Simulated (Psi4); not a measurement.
# AlNH3Cl (SMILES [NH2][AlH][Cl]): CCSD(T)/6-311+G(d,p)

What is the energy change on altering one bond length of AlNH3Cl at CCSD(T)/6-311+G**? 

The results are computed with Psi4 1.11.

1 further run of the same task is left out (it didn't finish).

## (1) Starting point

The species is AlNH3Cl (6 atoms), meant as a singlet with charge 0. As SMILES, `[NH2][AlH][Cl]`. Geometry: relaxed at PBE0-D4/def2-TZVP.

Bond lengths: N1–Al2 1.756 Å, Al2–Cl3 2.098 Å, N1–H4 1.007 Å, N1–H5 1.007 Å, Al2–H6 1.570 Å. Angles: N1–Al2–Cl3 117.5°, N1–Al2–H6 121.9°, Cl3–Al2–H6 120.6°, Al2–N1–H4 124.3°, Al2–N1–H5 125.0°, H4–N1–H5 110.7°.

## (2) A single-point energy at CCSD(T)/6-311+G(d,p)

alclh3n.xyz reads:

```xyz
6
AlClH3N
N     -0.631100     0.250900    -0.718800
Al     0.477600    -0.073800     0.603600
Cl     1.413500    -1.951500     0.645600
H     -1.134300     1.115000    -0.838800
H     -0.852600    -0.395100    -1.458900
H      0.769000     0.990400     1.721000
```

run_ase.py reads:

```python
import numpy as np
from ase.calculators.psi4 import Psi4
from ase.io import read

mol = read('alclh3n.xyz')
calc = Psi4(atoms=mol, method='ccsd(t)', basis='6-311+G**', memory='1600MB', num_threads=1, charge=0, multiplicity=1, label='psi4-calc', reference='rhf')
calc.psi4.set_options({'puream': True, 'e_convergence': 1e-09, 'd_convergence': 1e-08, 'scf_type': 'pk', 'num_frozen_docc': 11})
mol.calc = calc

print(f'energy: {mol.get_potential_energy():.6f} eV')
```

Command:

```sh
$ python run_ase.py
```

psi4-calc.dat:

```text
[...]
  Running in c1 symmetry.
[...]
  Nuclear repulsion =  128.961912815538909
[...]
  Multiplicity = 1
[...]
  Nalpha       = 20
  Nbeta        = 20
[...]
    Number of basis functions: 100
[...]
   @RHF iter   1:  -757.62649645285831   -7.40089e-01   5.53569e-03 DIIS/ADIIS
[...]
   @RHF iter  11:  -757.75764077574593   -5.68434e-12   4.80176e-09 DIIS
[...]
    Orbital Energies [Eh]
    ---------------------
    Doubly Occupied:
       1A   -104.812793     2A    -58.501375     3A    -15.540498
       4A    -10.540610     5A     -8.008297     6A     -8.006683
       7A     -8.006540     8A     -4.912440     9A     -3.228572
      10A     -3.227965    11A     -3.226685    12A     -1.124998
      13A     -1.072585    14A     -0.656708    15A     -0.618917
      16A     -0.528481    17A     -0.480305    18A     -0.466971
      19A     -0.447811    20A     -0.414453
[...]
  @RHF Final Energy:  -757.75764077574593
   => Energetics <=
    Nuclear Repulsion Energy =            128.9619128155389092
    One-Electron Energy =               -1305.7917336185778368
    Two-Electron Energy =                 419.0721800272930295
    Total Energy =                       -757.7576407757459265
[...]
 Multipole Moments:
 ------------------------------------------------------------------------------------
     Multipole            Electronic (a.u.)      Nuclear  (a.u.)        Total (a.u.)
 ------------------------------------------------------------------------------------
 L = 1.  Multiply by 2.5417464519 to convert [e a0] to [Debye]
 Dipole X            :          2.9484294           -3.5163349           -0.5679054
 Dipole Y            :         -3.5683661            4.2530646            0.6846985
 Dipole Z            :          1.7049777           -2.0346911           -0.3297133
 Magnitude           :                                                    0.9487041
[...]
      * MP2 total energy                      = -758.143869366939953
[...]
      * CCSD total energy                     = -758.173659432152931
[...]
      * CCSD(T) total energy                  = -758.184982808733253
```

On the terminal:

```text
energy: -20631.264245 eV
```

Wall time 33 s (1 thread of Intel Xeon 6975P-C (Granite Rapids), shared host); peak memory 0.81 GiB.

## (3) The distorted shape

alclh3n.json reads:

```json
{
 "schema_name": "qcschema_input",
 "schema_version": 1,
 "molecule": {
  "schema_name": "qcschema_molecule",
  "schema_version": 2,
  "symbols": ["N", "Al", "Cl", "H", "H", "H"],
  "geometry": [-0.98330198, 1.08456485, -0.6589834, 1.11183737, 0.47097077, 1.83999042, 2.88043205, -3.07736797, 1.91935892, -1.93421217, 2.71747719, -0.88575054, -1.61118049, -0.74663079, -2.75692144, 1.66250357, 2.48201731, 3.95157039],
  "molecular_charge": 0,
  "molecular_multiplicity": 1,
  "fix_symmetry": "c1",
  "fix_com": true,
  "fix_orientation": true
 },
 "driver": "energy",
 "model": {
  "method": "ccsd(t)",
  "basis": "6-311+G**"
 },
 "keywords": {
  "puream": true,
  "e_convergence": 1e-09,
  "d_convergence": 1e-08,
  "scf_type": "pk",
  "num_frozen_docc": 11
 }
}
```

Command:

```sh
$ psi4 --qcschema alclh3n.json -n 1 --memory 1600MB
```

stdout:

```text
[...]
  Running in c1 symmetry.
[...]
  Nuclear repulsion =  127.116093234906259
[...]
  Multiplicity = 1
[...]
  Nalpha       = 20
  Nbeta        = 20
[...]
    Number of basis functions: 100
[...]
   @RHF iter   1:  -757.48977188326887   -8.59329e-01   5.79038e-03 DIIS/ADIIS
[...]
   @RHF iter  11:  -757.65604378759599   -4.63842e-11   9.62762e-09 DIIS
[...]
    Orbital Energies [Eh]
    ---------------------
    Doubly Occupied:
       1A   -104.811161     2A    -58.503246     3A    -15.575452
       4A    -10.538980     5A     -8.006673     6A     -8.005059
       7A     -8.004907     8A     -4.913966     9A     -3.230083
      10A     -3.229677    11A     -3.228104    12A     -1.082255
      13A     -1.067355    14A     -0.628531    15A     -0.552356
      16A     -0.506295    17A     -0.471389    18A     -0.465353
      19A     -0.445660    20A     -0.412242
[...]
  @RHF Final Energy:  -757.65604378759599
   => Energetics <=
    Nuclear Repulsion Energy =            127.1160932349062591
    One-Electron Energy =               -1302.1867830944395337
    Two-Electron Energy =                 417.4146460719372840
    Total Energy =                       -757.6560437875959906
[...]
 Multipole Moments:
 ------------------------------------------------------------------------------------
     Multipole            Electronic (a.u.)      Nuclear  (a.u.)        Total (a.u.)
 ------------------------------------------------------------------------------------
 L = 1.  Multiply by 2.5417464519 to convert [e a0] to [Debye]
 Dipole X            :        -55.2357021           54.6552277           -0.5804744
 Dipole Y            :         34.7909650          -34.1478178            0.6431472
 Dipole Z            :        -52.6199683           52.2449917           -0.3749766
 Magnitude           :                                                    0.9440319
[...]
      * MP2 total energy                      = -758.055326270834598
[...]
      * CCSD total energy                     = -758.086789780250911
[...]
      * CCSD(T) total energy                  = -758.100331410483932
[...]
```

The result, in JSON:

```text
{
 "driver": "energy",
 "model": {
  "method": "ccsd(t)",
  "basis": "6-311+G**"
 },
 "success": true,
 "return_result": -758.1003314104839,
 "properties": {
  "calcinfo_nbasis": 100,
  "calcinfo_nmo": 100,
  "calcinfo_nalpha": 20,
  "calcinfo_nbeta": 20,
  "calcinfo_natom": 6,
  "nuclear_repulsion_energy": 127.11609323490626,
  "return_energy": -758.1003314104839,
  "scf_one_electron_energy": -1302.1867830944395,
  "scf_two_electron_energy": 417.4146460719373,
  "scf_dipole_moment": [-0.5804743701260051, 0.643147173444369, -0.37497657814729735],
  "scf_total_energy": -757.656043787596,
  "scf_iterations": 11,
  "mp2_same_spin_correlation_energy": -0.09519784496336026,
  "mp2_opposite_spin_correlation_energy": -0.3040846382720562,
  "mp2_singles_energy": -1.4957422975404284e-27,
  "mp2_doubles_energy": -0.39928248323541643,
  "mp2_correlation_energy": -0.39928248323541643,
  "mp2_total_energy": -758.0553262708346,
  "ccsd_same_spin_correlation_energy": -0.08563080329406669,
  "ccsd_opposite_spin_correlation_energy": -0.3451151893576588,
  "ccsd_singles_energy": 0.0,
  "ccsd_doubles_energy": -0.4307459926517255,
  "ccsd_correlation_energy": -0.4307459926517256,
  "ccsd_total_energy": -758.0867897802509,
  "ccsd_iterations": 16,
  "ccsd_prt_pr_correlation_energy": -0.44428762288481394,
  "ccsd_prt_pr_total_energy": -758.1003314104839
 }
}
```

Wall time 31 s (1 thread of Intel Xeon 6975P-C (Granite Rapids), shared host); peak memory 0.81 GiB.

## (4) What came out

Level: CCSD(T)/6-311+G**, 11 core orbitals frozen.

| quantity | value |
| --- | --- |
| first shape: total energy | -758.18498 Eh |
| first shape: HOMO energy (Hartree–Fock orbitals) | -11.28 eV |
| first shape: LUMO energy (Hartree–Fock orbitals) | 1.27 eV |
| first shape: HOMO–LUMO gap (Hartree–Fock orbitals) | 12.55 eV |
| first shape: correlation energy (11 core orbitals frozen) | -427.3 mEh |
| first shape: (T) correction | -11.32 mEh |
| first shape: T1 diagnostic | 0.011 |
| distorted shape: total energy | -758.10033 Eh |
| distorted shape: HOMO energy (Hartree–Fock orbitals) | -11.22 eV |
| distorted shape: LUMO energy (Hartree–Fock orbitals) | 1.05 eV |
| distorted shape: HOMO–LUMO gap (Hartree–Fock orbitals) | 12.26 eV |
| distorted shape: correlation energy (11 core orbitals frozen) | -444.3 mEh |
| distorted shape: (T) correction | -13.54 mEh |
| distorted shape: T1 diagnostic | 0.014 |
| energy change with the N1–H5 bond stretched from 1.007 to 1.511 Å | 2.303 eV |

What this shows: With the N1–H5 bond stretched from 1.007 to 1.511 Å the energy rises by 2.30 eV (53 kcal/mol). The first shape isn't relaxed at this level, so the change isn't measured from a minimum. The triples (first shape) make up 2.6 % of the correlation energy. The triples (distorted shape) make up 3.0 % of the correlation energy.
